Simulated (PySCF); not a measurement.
**Bond length, frequency and bond energy of PN by level of theory**

State: ¹Σ⁺ (singlet), closed shell. Set-up: P def2-TZVPP, N def2-TZVPP; no relativity (PySCF 2.14). De refers to P + N in their high-spin ground configurations, without counterpoise correction. A positive dipole means P(−)N(+).

```
      Level  Re (Å)  ωe (cm⁻¹)  De (eV)  μ (D)  CPU s a point (SCF and correlation, without the integrals)
        RHF   1.448       1590     1.77  -3.25                                                        0.25
    RHF-MP2   1.522       1192     6.34    n/a                                                        0.38
RHF-SCS-MP2   1.515       1230     6.38    n/a                                                         n/a
   RHF-CCSD   1.488       1389     5.36    n/a                                                         n/a
RHF-CCSD(T)   1.502       1324     5.83    n/a                                                         3.7
        PBE   1.500       1340     6.75  -2.66                                                         1.3
     r²SCAN   1.487       1390     5.98  -2.74                                                         1.5
       PBE0   1.479       1428     5.98  -2.84                                                         2.1
    r²SCAN0   1.472       1456     5.41  -2.90                                                         1.8
      HSE06   1.479       1426     5.96  -2.85                                                         1.4
       MN15   1.470       1467     6.31  -2.88                                                         1.8
     M06-2X   1.472       1471     6.22  -3.02                                                         1.8
     B2PLYP   1.499       1309     6.36  -3.05                                                         1.2
```

(1) Which functional lies closest to RHF-CCSD(T) in De, which farthest, and by how much do they differ from it?

(2) What does a quarter of exact exchange do here, going from PBE to PBE0?

(3) What does the step from GGA to meta-GGA do here, going from PBE to r²SCAN?

Measured (Huber and Herzberg, Constants of Diatomic Molecules (1979)): Re = 1.490866 Å, ωe = 1337.24 cm⁻¹.

Correlated steps freeze 6 core orbitals. Where the molecule has an RHF reference, its open-shell atoms are computed with UHF. B2PLYP dipoles, levels and charges come from its SCF part alone.

The whole job (state search and all levels along the bond) took about 4.2 min on 1 thread of Arm Neoverse V1 (shared host), peak memory 1.2 GiB.

Answers

(1) Closest is HSE06 (-2.3 pm in Re, +7.7 % in ωe, +0.13 eV in De against RHF-CCSD(T) in the same basis), farthest PBE (-0.2 pm in Re, +1.2 % in ωe, +0.92 eV in De). CCSD(T) converges more slowly with the basis than the functionals do and binds too weakly in this one, so the order can change at the basis-set limit.

(2) PBE0 less PBE: -2.1 pm in Re, +6.6 % in ωe, -0.77 eV in De. Exact exchange removes part of the self-interaction that spreads semilocal densities, and in most molecules shortens and stiffens the bond and lowers De; so it does here.

(3) r²SCAN less PBE: -1.3 pm in Re, +3.7 % in ωe, -0.77 eV in De.
